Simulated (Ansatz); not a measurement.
Several settings on one geometry of AlH2(OH) (AlOH3) (that of the charge 0 singlet, r2SCAN-D4/def2-TZVP). Ansatz on 4 threads of Arm Neoverse V2 on a shared host; times are rough.

```xyz
5

Al    0.192    0.463   -0.106
H     1.749    0.187   -0.171
H    -0.473    1.873   -0.332
O    -0.878   -0.811    0.227
H    -0.589   -1.712    0.382
```

Totals from different functionals, basis sets or treatments of relativity can't be compared as stabilities.

B3LYP takes the VWN-RPA correlation. Correlated methods freeze 6 core orbitals.

The spins typed aren't always the lowest for that charge.

(1) Give the basis size and estimate the energy, ⟨S²⟩ and time of these runs.

```
run                          method  charge    state                                                                           further keys
  1            RKS PBE0-DH/def2-SVP       0  singlet                                                                                      –
  2  RKS B3LYP-D3(BJ)-ATM/def2-TZVP       0  singlet                                            scf: {omitted_lower_state_checks: [starts]}
  3                UKS ωB97X/STO-3G       1  doublet  point_charges: [{charge: -1.00, position_ang: [4.364, -0.820, -0.381]}]; forces asked
```

## Answers

(1) 
| run | functions | energy (Eh) | ⟨S²⟩ | wall time |
| --- | --- | --- | --- | --- |
| 1 | 47 | -319.1178 | – | 0.35 s |
| 2 | 86 | -319.5678 | – | 0.35 s |
| 3 | 17 | -315.2867 | 0.77 | 1.3 s |
